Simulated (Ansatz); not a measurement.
**Worked example: AlS⁺, triplet against AlS, doublet**

Geometry (PBE0/def2-TZVP stationary point of a doublet), kept for both states (AlS, doublet: Σ⁺; AlS⁺, triplet: Π):

```xyz
2

Al    0.0000    0.0000    0.0000
S     0.0000    0.0000    2.0316
```

Basis 6-31G; Ansatz 0.2.0. Only valence electrons are correlated (noble-gas cores frozen). Prefix R: restricted or restricted open-shell reference; prefix U: unrestricted.

Full CI is exact within this basis and frozen core; it isn't the basis-set limit. The frozen core follows each run's orbitals, which can shift R against U totals by a few meV.

```csv
level,"E(AlS, doublet) (hartree)","E(AlS⁺, triplet) (hartree)"
UHF,-639.382081,-639.083290
UMP2,-639.462577,-639.131560
UCCSD(T),-639.479807,-639.148251
PBE,-640.247975,-639.894349
B3LYP,-640.587386,-640.237403
full CI,-639.480987,-639.148892
```

Task: Give the vertical gap, AlS⁺ triplet less AlS doublet, at each level in eV (1 hartree = 27.2114 eV), and each error against full CI.

Result: full CI: (-639.148892 − (-639.480987)) × 27.2114 = 9.037 eV (the reference)
B3LYP: (-640.237403 − (-640.587386)) × 27.2114 = 9.524 eV, error 0.487 eV
PBE: (-639.894349 − (-640.247975)) × 27.2114 = 9.623 eV, error 0.586 eV
UCCSD(T): (-639.148251 − (-639.479807)) × 27.2114 = 9.022 eV, error -0.015 eV
UMP2: (-639.131560 − (-639.462577)) × 27.2114 = 9.007 eV, error -0.030 eV
UHF: (-639.083290 − (-639.382081)) × 27.2114 = 8.131 eV, error -0.906 eV

Total energies of functionals can't be set beside those of wave-function methods, since they hold the core's correlation and their own absolute errors; only the differences compare.

The set has no polarisation functions, so the order and spacing of states can differ from the basis-set limit.

In so small a basis the reference is far from its limit while semilocal and hybrid functionals are nearer theirs, so the functionals' errors here hold much of the reference's basis and frozen-core error, which can add to them or hide them.

Each level lands on the state that its own search finds. T1 diagnostics of restricted CCSD: 0.045 and 0.039.
